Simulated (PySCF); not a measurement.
Formyl chloride, CHClO.
Bonds: O1–C2 (double), C2–Cl3. Hydrogens: H4 on C2.

The same species was optimised twice, with GFN2-xTB and with PBE0-D3(BJ)/def2-SVP (PySCF), and the same property calculations (PySCF, gas phase) were run on both structures.

```csv
coordinate,GFN2-xTB,PBE0-D3(BJ)/def2-SVP,change
C2–Cl3 (Å),1.737,1.765,+0.028
C2–H4 (Å),1.096,1.109,+0.013
O1=C2 (Å),1.180,1.179,-0.001
O1–C2–Cl3 (°),123.2,124.0,+0.8
Cl3–C2–H4 (°),110.6,109.8,-0.8
O1–C2–H4 (°),126.2,126.2,0.0
```

Rotational constants: A = 78613, B = 6310, C = 5842 MHz (GFN2-xTB) against A = 79163, B = 6136, C = 5694 MHz (PBE0-D3(BJ)/def2-SVP). Point groups within 0.08 Å: Cs and Cs.

On the GFN2-xTB structure: HOMO (eV) -8.99 [PBE0/pcSseg-1]; LUMO (eV) -1.46 [PBE0/pcSseg-1]; dipole (D) 1.95 [PBE0/pcSseg-1]; GIAO shielding of O1 (ppm) -296.3 [PBE0/pcSseg-1]; GIAO shielding of C2 (ppm) 16.0 [PBE0/pcSseg-1]; GIAO shielding of Cl3 (ppm) 460.3 [PBE0/pcSseg-1].

Task: What do these properties become on the PBE0-D3(BJ)/def2-SVP structure?

Result: 
```tsv
property	level	on GFN2-xTB	on PBE0-D3(BJ)/def2-SVP	change
HOMO (eV)	PBE0/pcSseg-1	-8.99	-9.05	-0.06
LUMO (eV)	PBE0/pcSseg-1	-1.46	-1.51	-0.05
dipole (D)	PBE0/pcSseg-1	1.95	1.93	-0.02
energy, GFN2-xTB geometry as zero (kcal/mol)	PBE0/pcSseg-1	0.0	-0.3	-0.3
GIAO shielding of O1 (ppm)	PBE0/pcSseg-1	-296.3	-290.4	+5.9
GIAO shielding of C2 (ppm)	PBE0/pcSseg-1	16.0	15.8	-0.2
GIAO shielding of Cl3 (ppm)	PBE0/pcSseg-1	460.3	441.2	-19.1
```

The heavy atoms differ by 0.016 Å rms after alignment. Among all bonds C2–Cl3 changes most (+0.028 Å). Changes are differences of the printed values. Neither structure is proved a minimum here.
